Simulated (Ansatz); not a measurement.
# CO2 (carbon dioxide) at 6 levels

Aim: a comparison of 6 runs (UHF/STO-3G, r2SCAN0/STO-3G, CCSDT/STO-3G, CCSDTQ/STO-3G, CCSD/STO-3G, CCSD(T)/STO-3G) of CO2 (carbon dioxide). 

Program for the calculation: Ansatz 0.2.0.

43 further runs of the same task are left out: 7 that didn't finish, 36 set aside as unsound or not needed.

### Step 1. The structure to begin with

The species is CO2 (3 atoms), meant as a singlet with charge 0. SMILES: `O=C=O`. The C2–O1 distance was set to 1.735 Å, away from the relaxed value.

Bond lengths: C2–O3 1.157 Å. A long bond or contact: O1–C2 1.735 Å.

### Step 2. The energy at UHF/STO-3G (run 1)

Contents of in.yaml:

```yaml
crystal:
  periodic: [false, false, false]
  atoms:
    - symbol: O
      position_ang: [0.557380, -1.637904, 0.132312]
    - symbol: C
      position_ang: [0.000120, 0.000050, 0.000070]
    - symbol: O
      position_ang: [-0.371750, 1.091850, -0.088290]
basis:
  gaussian:
    orbitals: STO-3G
magnetization:
  spin_polarized: true
hamiltonian:
  xc: hf
accuracy: high
```

The run is started by

```
$ ansatz run in.yaml --threads 1 --pin off --max-ram 3480MiB --events-out events.jsonl --progress --plain --runs-dir runs
```

The program printed:

```text
Warning: RAYON_NUM_THREADS=1 ignored (pool sized by the plan → 1); use --threads N
Functional definition: HF
  name "HF"
  exchange = exact_x
  correlation = 0
244 factors; integrals over basis functions are off by at most 2.6e-8 eV
mean field evaluation 1: about -5022.8374 eV, gradient 3.4e1 eV
mean field evaluation 2: about -5022.8692 eV, gradient 3.4e1 eV
mean field evaluation 4: about -5031.0999 eV, gradient 1.1e1 eV
mean field evaluation 8: about -5032.2007 eV, gradient 5.0e-2 eV
mean field evaluation 16: about -5032.1804 eV, gradient 8.2e-4 eV
mean field evaluation 32: about -5032.3633 eV, gradient 1.4e0 eV
mean field evaluation 64: about -5032.4679 eV, gradient 2.5e-6 eV
mean field evaluation 96: about -5032.4681 eV, gradient 1.4e-2 eV
mean field evaluation 128: about -5032.4659 eV, gradient 2.0e-1 eV
mean field evaluation 160: about -5032.4679 eV, gradient 9.3e-6 eV
mean field evaluation 192: about -5032.4679 eV, gradient 8.3e-6 eV
mean field evaluation 224: about -5032.4679 eV, gradient 6.8e-5 eV
mean field evaluation 256: about -5032.4679 eV, gradient 2.6e-4 eV
mean field evaluation 288: about -5030.7489 eV, gradient 8.2e-1 eV
mean field evaluation 320: about -5031.2098 eV, gradient 2.0e-1 eV
mean field evaluation 352: about -5027.2827 eV, gradient 3.1e0 eV
mean field evaluation 384: about -5032.4679 eV, gradient 3.6e-7 eV
mean field -5032.46787215 eV, -184.9397831723 hartree, gradient 1.7e-9 eV, S^2 0.601187; 5 other end points of the search recorded, 0 dependent functions left out
reference -5032.46787215 eV, -184.9397831723 hartree; 11, 11 occupied and 4, 4 virtual orbitals, 244 factors
Total energy: -5032.46787215 eV, -184.9397831723 hartree
```

Wall time 1.3 s (1 thread of Intel Xeon Platinum 8488C (Sapphire Rapids), shared host).

### Step 3. A single-point energy at r2SCAN0/STO-3G (run 2)

Contents of run.yaml:

```yaml
basis:
  gaussian:
    orbitals: STO-3G
crystal:
  periodic: [false, false, false]
  atoms:
    - {symbol: O, position_ang: [0.557380, -1.637904, 0.132312]}
    - {symbol: C, position_ang: [0.000120, 0.000050, 0.000070]}
    - {symbol: O, position_ang: [-0.371750, 1.091850, -0.088290]}
magnetization:
  spin_polarized: false
hamiltonian:
  xc: {name: r2SCAN0}
accuracy: high
```

The run is started by

```
$ ansatz run run.yaml --threads 1 --pin off --max-ram 3480MiB --events-out events.jsonl --progress --plain --runs-dir runs
```

The program printed:

```text
Warning: RAYON_NUM_THREADS=1 ignored (pool sized by the plan → 1); use --threads N
Functional definition: r2SCAN0
  name "r2SCAN0"
  parameter a = 0.25
  parameter k0 = 0.174
  parameter k1 = 0.065
  parameter a1 = 4.9479
  exchange = (1 - a)*r2scan_x(k0 = k0, k1 = k1, a1 = a1) + a*exact_x
  correlation = r2scan_c
244 factors; integrals over basis functions are off by at most 2.6e-8 eV
mean field evaluation 1: about -5048.4308 eV, gradient 3.8e1 eV
mean field evaluation 2: about -4897.2642 eV, gradient 1.4e2 eV
mean field evaluation 4: about -5049.8800 eV, gradient 3.2e1 eV
mean field evaluation 8: about -5053.9263 eV, gradient 5.7e0 eV
mean field evaluation 16: about -5054.0168 eV, gradient 1.6e-3 eV
mean field -5054.01675916 eV, -185.7316901633 hartree, gradient 5.4e-9 eV, S^2 0.000000; 0 other end points of the search recorded, 0 dependent functions left out
reference -5054.01675927 eV, -185.7316901676 hartree; 11, 11 occupied and 4, 4 virtual orbitals, 244 factors
Total energy: -5054.01675927 eV, -185.7316901676 hartree
```

Wall time 1.1 s (1 thread of Intel Xeon Platinum 8488C (Sapphire Rapids), shared host); peak memory 0.12 GiB.

Runs 3 to 4 aren't shown in full; the table further down has their settings and results.

### Step 4. The energy at CCSD/STO-3G (run 5)

Contents of run.yaml:

```yaml
crystal:
  periodic: [false, false, false]
  atoms:
    - {symbol: O, position_ang: [0.557380, -1.637904, 0.132312]}
    - {symbol: C, position_ang: [0.000120, 0.000050, 0.000070]}
    - {symbol: O, position_ang: [-0.371750, 1.091850, -0.088290]}
basis:
  gaussian: {orbitals: STO-3G}
correlation: {method: ccsd, frozen_orbitals: {C: 1, O: 1}}
accuracy: high
scf: {omitted_lower_state_checks: [cluster_reference, increment]}
```

The run is started by

```
$ ansatz run run.yaml --threads 1 --pin off --max-ram 3480MiB --events-out events.jsonl --progress --plain --runs-dir runs
```

The program printed:

```text
Warning: RAYON_NUM_THREADS=1 ignored (pool sized by the plan → 1); use --threads N
[... 13 lines left out ...]
3 core orbitals not correlated: weight in the atoms' cores, before any rotation towards them, 1.000 or more for the frozen orbitals, at most 0.000 for the correlated occupied ones
[... 34 lines left out ...]
Total energy: -5037.38989895 eV, -185.1206643210 hartree
Checks for a lower state left out: cluster_reference, increment
```

It took 0.2 s on 1 thread of Intel Xeon Platinum 8488C (Sapphire Rapids), shared host.

### Step 5. The energy at CCSD(T)/STO-3G (run 6)

Changes to run.yaml since step 4:

```diff
@@ -8,3 +8,3 @@
   gaussian: {orbitals: STO-3G}
-correlation: {method: ccsd, frozen_orbitals: {C: 1, O: 1}}
+correlation: {method: ccsd_t, frozen_orbitals: {C: 1, O: 1}}
 accuracy: high
```

The run is started by

```
$ ansatz run run.yaml --threads 1 --pin off --max-ram 3480MiB --events-out events.jsonl --progress --plain --runs-dir runs
```

The program printed:

```text
Warning: RAYON_NUM_THREADS=1 ignored (pool sized by the plan → 1); use --threads N
[... 13 lines left out ...]
3 core orbitals not correlated: weight in the atoms' cores, before any rotation towards them, 1.000 or more for the frozen orbitals, at most 0.000 for the correlated occupied ones
[... 35 lines left out ...]
Total energy: -5037.77369507 eV, -185.1347685680 hartree
Checks for a lower state left out: cluster_reference, increment
```

Run time: 0.22 s. Hardware: 1 thread of Intel Xeon Platinum 8488C (Sapphire Rapids), shared host.

### Step 6. All runs side by side

| run | level | frozen core orbitals | energy (Eh) | wall time |
| --- | --- | --- | --- | --- |
| 1 | UHF/STO-3G | – | -184.939783 | 1.3 s |
| 2 | r2SCAN0/STO-3G | – | -185.731690 | 1.1 s |
| 3 | CCSDT/STO-3G | 3 | -185.138948 | 0.43 s |
| 4 | CCSDTQ/STO-3G | 3 | -185.140673 | 9.9 s |
| 5 | CCSD/STO-3G | 3 | -185.120664 | 0.2 s |
| 6 | CCSD(T)/STO-3G | 3 | -185.134769 | 0.22 s |

### Step 7. Summary of results

| quantity | value |
| --- | --- |
| run 6: total energy | -185.13477 Eh |
| run 6: correlation energy (3 core orbitals frozen) | -205.5 mEh |
| run 6: (T) correction | -14.10 mEh |
| run 6: T1 diagnostic | 0.049 |

In words: Below the UHF energy at the same shape and in the same basis (STO-3G): CCSDT -199.2 mEh; CCSDTQ -200.9 mEh; CCSD -180.9 mEh; CCSD(T) -195.0 mEh. Some of these start from another determinant than that one, so these aren't their correlation energies. In runs 5, 6 the T1 diagnostic is large, so a single reference may not serve. In runs 3, 4, 5, 6 the log says that unrestricted orbitals would lower the reference, so the values rest on an unstable closed-shell determinant (other closed-shell runs at this shape may share the fault). In runs 1, 2, 3, 4, 5, 6 the basis is minimal, so the values are rough. Spin contamination of the reference: run 1 ⟨S²⟩ = 0.60. Where it is this large, the reference is a mixture of spin states, and values that rest on it are in doubt. All runs together took 13 s, the longest 9.9 s.
